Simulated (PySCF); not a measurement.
Gas-phase reaction: SiH₂(NH₂)₂ + Si = 2 HSiNH₂

Computed with PySCF and rigid-rotor harmonic-oscillator thermochemistry at 1 bar. † marks an energy on the PBE0/def2-TZVP geometry and frequencies; other levels use their own. CCSD(T) freezes the core. 6-31G* has spherical d functions here. Open shells (unrestricted): Si (multiplicity 3, electronic degeneracy 9); the rest are closed-shell singlets. Spin-orbit splitting is ignored; it lowers the true energy and changes the entropy of Si. B3LYP is the form with VWN-RPA correlation. No R ln 2 is added for the mirror-image form of SiH₂(NH₂)₂. SiH₂(NH₂)₂, HSiNH₂: computed as isolated molecules; such fragments, hydroxides, amides, oligomers or adducts are transient or little studied in the gas. CCSD(T) isn't extrapolated to the basis-set limit; its ΔH°(298 K) is -80.6 kJ in def2-SVP and -74.3 kJ in def2-TZVPP. The harmonic model lacks anharmonicity and excited electronic states, which grow with temperature; levels with a mode under 35 cm⁻¹ are left out. Internal rotation in SiH₂(NH₂)₂, HSiNH₂ is treated as a harmonic vibration of one conformer, which makes the entropy rough.

```
level                ΔE electronic, kJ  ΔH°(298 K), kJ  ΔS°(298 K), J/K  ΔG°(1200 K), kJ
-------------------  -----------------  --------------  ---------------  ---------------
B3LYP/6-31G*                       -94            -101               34             -133
BLYP/def2-TZVP†                   -107            -114               32             -143
CCSD(T)/def2-TZVPP†                -68             -74               32             -104
HF/6-31G*                           19              13               34              -19
M06-2X/def2-TZVP†                  -84             -91               32             -121
PBE/def2-TZVP†                     -95            -101               32             -131
PBE0/def2-SVP†                     -80             -86               32             -116
r2SCAN/def2-TZVP†                  -62             -69               32              -99
LDA/def2-TZVP†                    -112            -118               32             -148
```
ΔH° is lowest at LDA/def2-TZVP† and highest at HF/6-31G*. No reference value is set beside these.
